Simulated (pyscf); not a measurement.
PySCF, gas phase, ωB97X-D3(BJ)/def2-SVP geometries.

Problem. For the elementary gas-phase step `[OH][B]([OH])[OH]` + `[CH2]=[CH2]` → `[CH3][CH2][O][B]([OH])[OH]` (singlet surface; H–O broken, C–O, C–H formed), what barrier and reaction energy does ωB97M-D3(BJ)/def2-TZVP give, measured from the separated reactants?

Solution. ΔE‡ = 2.40 eV, ΔE = -0.73 eV. Zero-point energy shifts the barrier by -0.08 eV. It is an addition across a multiple bond or ene-type step, with an imaginary mode of 1988i cm⁻¹. On the reactant side the descent ends in a complex (not fully relaxed), 0.19 eV under the separated species and 2.59 eV under the saddle at ωB97X-D3(BJ)/def2-TZVP. On the product side the descent ends in a point that may be a rotor saddle (no frequency run), 0.17 eV over the lowest minimum found and 3.09 eV under the saddle at ωB97X-D3(BJ)/def2-TZVP. This is the saddle that the search found; another between the same sides may lie lower.
